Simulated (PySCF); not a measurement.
Adding and removing an electron: SF

PBE0; S def2-TZVPPD, F def2-TZVPPD; no relativity (PySCF 2.14). Neutral (UKS): doublet (π ↑), Re = 1.595 Å, ωe = 862 cm⁻¹, De = 3.67 eV, HOMO -7.29 eV, LUMO -4.39 eV.

SF⁺ (UKS): triplet (π ↑↑), Re = 1.505 Å, ωe = 1048 cm⁻¹, De = 4.01 eV to S⁺ + F. The energies at the minima are -497.78602 hartree for SF and -497.41627 for SF⁺.

(1) Work out the adiabatic ionisation energy, without and with harmonic zero-point energies (1 hartree = 27.2114 eV, 1 eV = 8065.5 cm⁻¹), and the change of the bond length.

SF⁻ (UKS): singlet (closed shell), Re = 1.709 Å, ωe = 665 cm⁻¹, De = 2.58 eV to S + F⁻. The energies at the minima are -497.78602 hartree for SF and -497.86537 for SF⁻.

(2) Work out the adiabatic electron affinity, without and with harmonic zero-point energies (1 hartree = 27.2114 eV, 1 eV = 8065.5 cm⁻¹), and the change of the bond length.

For an ion De counts to the pair picked by the measured ionisation energies or electron affinities, which need not be the lowest pair at this level. States were picked by a PBE0 search and need not be the measured ground states.

## Answers

(1) At PBE0: 0.36975 hartree = 10.061 eV between the minima; the zero-point term (1048.0 − 862.0)/2 cm⁻¹ = +0.012 eV makes it 10.073 eV. Re changes by -9.0 pm against the neutral. The electron leaves a π orbital, and the shorter bond of the ion fits an antibonding orbital, or a change in how ionic the bond is.

(2) At PBE0: 0.07935 hartree = 2.159 eV between the minima; the zero-point term (862.0 − 665.0)/2 cm⁻¹ = +0.012 eV makes it 2.171 eV. Re changes by +11.4 pm against the neutral. The electron enters a π orbital, and the longer bond of the ion fits an antibonding orbital, or a change in how ionic the bond is.
